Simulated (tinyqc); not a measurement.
MP2 on RHF in the sto-6g basis, for H2O, spin multiplicity 1, step by step. One step of it, computed by the program tinyqc.

Task: Second-order Moller-Plesset energy. E2 = sum_ijab (ia|jb) [2 (ia|jb) - (ib|ja)] / (e_i + e_j - e_a - e_b) over occupied i, j and virtual a, b; the opposite-spin part is (ia|jb)^2 / denominator, the rest is same-spin, and SCS-MP2 scales them by 6/5 and 1/3.

orbital energies (hartree): MO1 -20.511078, MO2 -1.320235, MO3 -0.630236, MO4 -0.491180, MO5 -0.409185, MO6 0.665495, MO7 0.768542

Two-electron integrals over orbitals (pq|rs), unique and non-zero (hartree):
```
(11|11) 4.760956    (21|11) -0.420545   (21|21) 0.060518    (22|11) 1.014993
(22|21) -0.012481   (22|22) 0.742334    (31|31) 0.012041    (32|31) 0.018592
(32|32) 0.147297    (33|11) 0.827884    (33|21) -0.004065   (33|22) 0.664721
(33|33) 0.654566    (41|11) 0.208135    (41|21) -0.026020   (41|22) 0.018708
(41|33) 0.006849    (41|41) 0.031071    (42|11) -0.132638   (42|21) 0.010751
(42|22) 0.015832    (42|33) 0.006297    (42|41) 0.016847    (42|42) 0.118372
(43|31) -0.004562   (43|32) 0.013236    (43|43) 0.047073    (44|11) 1.013493
(44|21) -0.014710   (44|22) 0.674095    (44|33) 0.613549    (44|41) -0.011800
(44|42) -0.103999   (44|44) 0.799494    (51|51) 0.026736    (52|51) 0.031943
(52|52) 0.142302    (53|53) 0.030377    (54|51) -0.014785   (54|52) -0.050357
(54|54) 0.059819    (55|11) 1.117075    (55|21) -0.011042   (55|22) 0.748382
(55|33) 0.645343    (55|41) 0.005155    (55|42) -0.067720   (55|44) 0.735655
(55|55) 0.880663    (61|11) -0.259069   (61|21) 0.040798    (61|22) 0.000705
(61|33) 0.000668    (61|41) -0.003424   (61|42) 0.021196    (61|44) -0.021542
(61|55) -0.006001   (61|61) 0.037596    (62|11) 0.333754    (62|21) -0.007212
(62|22) 0.150973    (62|33) 0.086651    (62|41) 0.019679    (62|42) 0.015369
(62|44) 0.091766    (62|55) 0.164732    (62|61) 0.006718    (62|62) 0.107861
(63|31) 0.004040    (63|32) -0.031723   (63|43) -0.023826   (63|63) 0.062074
(64|11) 0.204968    (64|21) -0.001487   (64|22) 0.084102    (64|33) 0.043010
(64|41) 0.000499    (64|42) -0.037015   (64|44) 0.121405    (64|55) 0.108916
(64|61) -0.000796   (64|62) 0.057704    (64|64) 0.066445    (65|51) 0.016124
(65|52) 0.059489    (65|54) -0.004037   (65|65) 0.039795    (66|11) 0.844179
(66|21) -0.007465   (66|22) 0.637132    (66|33) 0.586496    (66|41) 0.022801
(66|42) 0.058510    (66|44) 0.560363    (66|55) 0.604152    (66|61) 0.008736
(66|62) 0.106484    (66|64) 0.041208    (66|66) 0.615836    (71|31) 0.016100
(71|32) 0.022956    (71|43) -0.006321   (71|63) 0.004895    (71|71) 0.021595
(72|31) 0.013349    (72|32) 0.032418    (72|43) -0.037900   (72|63) 0.037374
(72|71) 0.016921    (72|72) 0.059077    (73|11) 0.355662    (73|21) -0.007648
(73|22) 0.122556    (73|33) 0.090614    (73|41) -0.001363   (73|42) -0.081339
(73|44) 0.158768    (73|55) 0.182186    (73|61) -0.007729   (73|62) 0.078260
(73|64) 0.076542    (73|66) 0.035893    (73|73) 0.153398    (74|31) -0.010796
(74|32) -0.081275   (74|43) 0.007025    (74|63) 0.038929    (74|71) -0.014024
(74|72) -0.014343   (74|74) 0.072137    (75|53) 0.023307    (75|75) 0.023167
(76|31) 0.009506    (76|32) 0.097276    (76|43) 0.041745    (76|63) -0.055397
(76|71) 0.011776    (76|72) -0.015543   (76|74) -0.058394   (76|76) 0.111074
(77|11) 0.863310    (77|21) -0.008641   (77|22) 0.630307    (77|33) 0.622929
(77|41) 0.004487    (77|42) -0.006763   (77|44) 0.611420    (77|55) 0.623974
(77|61) -0.004748   (77|62) 0.070570    (77|64) 0.034204    (77|66) 0.579079
(77|73) 0.080214    (77|77) 0.624869
```

Hartree-Fock energy = -75.66032017 hartree

Give: Terms; Pair energies; MP2 correlation energy; SCS-MP2 correlation energy; MP2 total energy.

Result:

Terms:
```
i  j  a  b  (ia|jb)  (ib|ja)  denominator       term
3  3  7  7   0.1534   0.1534      -2.7976    -0.0084
4  3  6  7   0.0765   0.0389      -2.5555    -0.0034
3  4  7  6   0.0765   0.0389      -2.5555    -0.0034
2  2  6  6   0.1079   0.1079      -3.9715    -0.0029
2  3  6  7   0.0783   0.0374      -3.3845    -0.0028
3  2  7  6   0.0783   0.0374      -3.3845    -0.0028
4  4  7  7   0.0721   0.0721      -2.5194    -0.0021
4  4  6  6   0.0664   0.0664      -2.3134    -0.0019
3  3  6  6   0.0621   0.0621      -2.5915    -0.0015
2  4  6  6   0.0577   0.0577      -3.1424    -0.0011
4  2  6  6   0.0577   0.0577      -3.1424    -0.0011
2  2  7  7   0.0591   0.0591      -4.1776    -0.0008
5  5  6  6   0.0398   0.0398      -2.1494    -0.0007
5  5  7  7   0.0232   0.0232      -2.3555  -2.28e-04
4  2  7  7  -0.0143  -0.0143      -3.3485  -6.14e-05
2  4  7  7  -0.0143  -0.0143      -3.3485  -6.14e-05
2  3  7  6   0.0374   0.0783      -3.3845   3.88e-05
3  2  6  7   0.0374   0.0783      -3.3845   3.88e-05
1  1  6  6   0.0376   0.0376     -42.3531  -3.34e-05
3  4  6  7   0.0389   0.0765      -2.5555  -2.00e-05
4  3  7  6   0.0389   0.0765      -2.5555  -2.00e-05
2  1  7  7   0.0169   0.0169     -23.3684  -1.23e-05
1  2  7  7   0.0169   0.0169     -23.3684  -1.23e-05
1  1  7  7   0.0216   0.0216     -42.5592  -1.10e-05
4  1  7  7  -0.0140  -0.0140     -22.5393  -8.73e-06
1  4  7  7  -0.0140  -0.0140     -22.5393  -8.73e-06
3  1  7  6  -0.0077   0.0049     -22.5754  -6.97e-06
1  3  6  7  -0.0077   0.0049     -22.5754  -6.97e-06
3  1  6  7   0.0049  -0.0077     -22.5754  -3.80e-06
1  3  7  6   0.0049  -0.0077     -22.5754  -3.80e-06
2  1  6  6   0.0067   0.0067     -23.1623  -1.95e-06
1  2  6  6   0.0067   0.0067     -23.1623  -1.95e-06
4  1  6  6  -0.0008  -0.0008     -22.3332  -2.84e-08
1  4  6  6  -0.0008  -0.0008     -22.3332  -2.84e-08
```

Pair energies (hartree; pair i-j sums ij and ji):
```
pair  opposite spin  same spin
1-1       -4.43e-05     0.0000
2-1       -2.84e-05     0.0000
2-2         -0.0038     0.0000
3-1       -7.42e-06  -1.41e-05
3-2         -0.0044    -0.0010
3-3         -0.0099     0.0000
4-1       -1.75e-05     0.0000
4-2         -0.0022     0.0000
4-3         -0.0058    -0.0011
4-4         -0.0040     0.0000
5-5         -0.0010     0.0000
```

MP2 correlation energy = -0.033266 hartree

SCS-MP2 correlation energy = -0.038092 hartree

MP2 total energy = -75.693587 hartree
